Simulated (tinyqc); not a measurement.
Worked calculation: CID on RHF in the sto-3g basis, frozen core, for LiH, spin multiplicity 1. One step of it, computed by the program tinyqc.

Question. CID: determinants and Hamiltonian. Slater-Condon rules over spin orbitals, with the nuclear repulsion and the energy of the frozen orbital added and E(HF) subtracted on the diagonal. Only determinants linked to the reference directly or through others are kept (one block of an abelian symmetry group), so some states are absent.

one-electron integrals dressed by the frozen orbital, h + 2 (pq|11) - (p1|1q) (hartree):
```
           2          3          4          5          6
2  -0.721147   0.054814   0.000000   0.000000  -0.113420
3   0.054814  -0.340259   0.000000   0.000000   0.069125
4   0.000000   0.000000  -0.324302   0.000000   0.000000
5   0.000000   0.000000   0.000000  -0.324302   0.000000
6  -0.113420   0.069125   0.000000   0.000000  -0.293316
```

energy of the frozen orbital, 2 h_11 + (11|11) = -7.68333125 hartree

Two-electron integrals over orbitals (pq|rs), unique and non-zero (hartree); the lowest 1 orbital is frozen and left out:
```
(22|22) 0.464902    (32|22) -0.054814   (32|32) 0.017395    (33|22) 0.215975
(33|32) 0.011840    (33|33) 0.333039    (42|42) 0.021867    (43|42) 0.019777
(43|43) 0.041318    (44|22) 0.254427    (44|32) 0.010076    (44|33) 0.280831
(44|44) 0.312946    (52|52) 0.021867    (53|52) 0.019777    (53|53) 0.041318
(54|54) 0.016869    (55|22) 0.254427    (55|32) 0.010076    (55|33) 0.280831
(55|44) 0.279207    (55|55) 0.312946    (62|22) 0.113420    (62|32) -0.039761
(62|33) -0.017937   (62|44) -0.030341   (62|55) -0.030341   (62|62) 0.128134
(63|22) -0.054443   (63|32) 0.013652    (63|33) 0.036207    (63|44) 0.005524
(63|55) 0.005524    (63|62) -0.035930   (63|63) 0.028447    (64|42) -0.019066
(64|43) -0.012789   (64|64) 0.019674    (65|52) -0.019066   (65|53) -0.012789
(65|65) 0.019674    (66|22) 0.436798    (66|32) -0.047121   (66|33) 0.239287
(66|44) 0.262531    (66|55) 0.262531    (66|62) 0.112201    (66|63) -0.045602
(66|66) 0.435294
```

nuclear repulsion = 0.82255525 hartree

Hartree-Fock energy = -7.83816785 hartree

Give: determinants; H - E(HF) between determinants.

Answer.

Occupation strings over the orbitals (2 doubly, a alpha, b beta, 0 empty; spin orbitals ordered 1a 1b 2a 2b ...): 220000 202000 20a00b 200200 200020 20b00a 200002

H - E(HF) between determinants (hartree):
```
        220000  202000  20a00b  200200  200020  20b00a  200002
220000   0.000   0.017  -0.040   0.022   0.022   0.040   0.128
202000   0.017   0.630   0.105   0.041   0.041  -0.105   0.028
20a00b  -0.040   0.105   0.583  -0.013  -0.013  -0.028   0.024
200200   0.022   0.041  -0.013   0.642   0.017   0.013   0.020
200020   0.022   0.041  -0.013   0.017   0.642   0.013   0.020
20b00a   0.040  -0.105  -0.028   0.013   0.013   0.583  -0.024
200002   0.128   0.028   0.024   0.020   0.020  -0.024   0.826
```
